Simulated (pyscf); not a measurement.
This saddle point was located with ωB97X-D3(BJ)/def2-SVP in PySCF.

```xyz
5

O     -0.9907    -0.6694    -0.6743
Al    -0.9903    -0.3407     0.9409
H      0.1077    -1.4795    -0.0796
H     -2.0890     0.3088    -0.4430
H     -0.9895    -0.0251     2.4889
```
Charge 0, spin multiplicity 1.

Surface: singlet, charge 0. Lowest wavenumbers (cm⁻¹): 1949i, 299, 622, 628, 644.

Q: Name the species on either side of this saddle.

A: `[OH][AlH2]` ⇌ `[OH][AlH2]`, a concerted two-bond exchange read from left to right: H–O, Al–H broken and H–O, Al–H formed. At CCSD(T)/def2-TZVPP + ΔMP2(QZVPP) it lies +5.42 eV from the left side and +5.42 eV from the right (each side as separated species at their lowest minima found). The same reactants have a lower exit, to O=AlH + H₂ (barrier +2.88 eV at ωB97M-D3(BJ), against +5.41 eV here). One saddle was located; it need not be the lowest between these sides. The CCSD(T) − MP2 part came from Ansatz, without density fitting, on the same reference. The largest closed-shell T1 diagnostic is 0.031, which may signal static correlation.
